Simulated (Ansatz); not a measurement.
```yaml
crystal:
  periodic: [false, false, false]
  atoms:
    - {symbol: Ga, position_ang: [0.000000, 0.000000, -2.633709]}
    - {symbol: Al, position_ang: [0.000000, 0.000000, 0.916148]}
    - {symbol: N, position_ang: [0.000000, 0.000000, -0.777995]}
    - {symbol: H, position_ang: [0.000000, 0.000000, 2.495556]}
basis:
  gaussian: {orbitals: def2-TZVP}
hamiltonian: {xc: pbe0}
relax: {f_tol: 0.004, max_steps: 80}
```

```sh
$ ansatz run in.yaml --threads 1 --pin off --events-out ev --progress --plain --max-ram 2176MiB
```

Steps of the relaxation (energy above the last step; positions in Å, forces in eV/Å):

```
4
step 1, 27.1 meV
Ga    0.000    0.000   -2.634    0.000    0.000    0.497
Al    0.000    0.000    0.916    0.000    0.000   -1.089
N     0.000    0.000   -0.778    0.000    0.000    0.686
H     0.000    0.000    2.496    0.000    0.000   -0.094
```

```
4
step 2, 5.4 meV
Ga    0.000    0.000   -2.613    0.000    0.000    0.232
Al    0.000    0.000    0.905    0.000    0.000   -0.530
N     0.000    0.000   -0.771    0.000    0.000    0.314
H     0.000    0.000    2.478    0.000    0.000   -0.017
```

```
4
step 3, 0.0 meV
Ga    0.000    0.000   -2.596    0.000    0.000   -0.007
Al    0.000    0.000    0.894    0.000    0.000    0.027
N     0.000    0.000   -0.766    0.000    0.000   -0.023
H     0.000    0.000    2.467    0.000    0.000    0.003
```

```
4
step 4, 0.0 meV
Ga    0.000    0.000   -2.596    0.000    0.000    0.000
Al    0.000    0.000    0.895    0.000    0.000    0.000
N     0.000    0.000   -0.766    0.000    0.000    0.000
H     0.000    0.000    2.467    0.000    0.000    0.000
```

Close pairs at the end: Al2–H4 1.573 Å, Al2–N3 1.661 Å, Ga1–N3 1.830 Å.

A stationary point of restricted PBE0 after 4 steps (its stability towards spin polarisation wasn't tested); no frequencies were run, so it isn't proven a minimum. 19 s on 1 thread of Arm Neoverse V1, shared host.
